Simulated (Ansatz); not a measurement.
# Relaxing Ti2AlC

Computed with DFT r2SCAN, scalar-relativistic, plane waves, PAW in Ansatz. Cutoff 500 eV, Γ-centred k mesh, Gaussian smearing, no spin polarisation in the final step.

A relaxed cell is given with its space group left out.

```yaml
crystal:
  lattice:
    - [1.52800, 0.88219, 6.88427]
    - [-1.52800, 0.88219, 6.88427]
    - [0.00000, -1.76438, 6.88427]
  atoms:
    - { symbol: Ti, position: [0.22212, 0.22212, 0.22212] }
    - { symbol: Ti, position: [0.77788, 0.77788, 0.77788] }
    - { symbol: Al, position: [0.00000, 0.00000, 0.00000] }
    - { symbol: C, position: [0.50000, 0.50000, 0.50000] }
```

The zero of energy is the elements' standard structures at the same level; no fitted shifts are applied.

Problem. What space group does it have?

Solution. R-3m (No. 166). Conventional cell: a = 3.056 Å, c = 20.653 Å. Ti has 3 C at 2.10 Å; around Al lie 6 Ti at 2.90 Å and 6 Al at 3.06 Å; C has 6 Ti at 2.10 Å.

Problem. What is its formation energy per atom?

Solution. -0.75 eV/atom.

Problem. Is it a metal?

Solution. Yes, bands cross the Fermi level on the 18×18×18 mesh.

The final run used a 18×18×18 mesh on its 4-atom cell and 0.10 eV smearing. The k mesh leaves about 4 meV/atom of noise in metals. The cell came from a trial start, so Ti2AlC may not exist in this structure.

Cost: 3 runs of about 3.1 core-minutes in all, on Intel Xeon 6975P-C (Granite Rapids) (shared hosts).